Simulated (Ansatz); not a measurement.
Species: HO, SMILES `[OH]` (charge 0, multiplicity 2), formula HO.

How many basis functions does frozen-core CCSD(T)/cc-pVTZ // PBE0-D4/def2-TZVP run with Ansatz (an electronic-structure program) use, how many core orbitals are frozen, and how many electrons are correlated?

44 basis functions and 1 frozen orbitals, which leaves 7 correlated electrons. Core time is of the order of seconds.
